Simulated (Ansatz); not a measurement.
This geometry of AlCl2H (4 atoms, charge 0, multiplicity 1) is a first-order saddle point.

Theory: RKS PBE/def2-SVP in Ansatz 0.2.0.

```xyz
4
Properties=species:S:1:pos:R:3
Al -0.389 0.000 0.552
H 1.093 0.000 1.426
Cl 2.093 0.000 0.112
Cl -1.430 0.000 -1.302
```

Question: Which two structures does it join? (They come from a converged band through this point; their orientation in space is the band's.)

Answer: Bonds broken: Al1–H2, Al1–Cl3. Bonds formed: H2–Cl3. AlCl2H becomes AlCl + ClH.

Image 0:

```xyz
4
Properties=species:S:1:pos:R:3
Al 0.321 0.000 0.340
H 0.087 0.000 1.901
Cl 2.269 0.000 -0.458
Cl -1.310 0.000 -0.994
```

Image 8:

```xyz
4
Properties=species:S:1:pos:R:3
Al -1.243 0.000 0.373
H 1.935 0.000 1.753
Cl 2.011 0.000 0.457
Cl -1.337 0.000 -1.795
```

Question: How far does it lie above each of them?

Answer: 60.2 kcal/mol above the first and 12.3 kcal/mol above the second. This is the barrier of this one path; another mechanism may lie lower. The orbitals stay closed-shell, which can raise the energy where a bond breaks towards radicals; this wasn't checked here.

Time of the run: 76 s on 1 thread of Arm Neoverse V1 (shared host), peak memory 0.1 GiB.
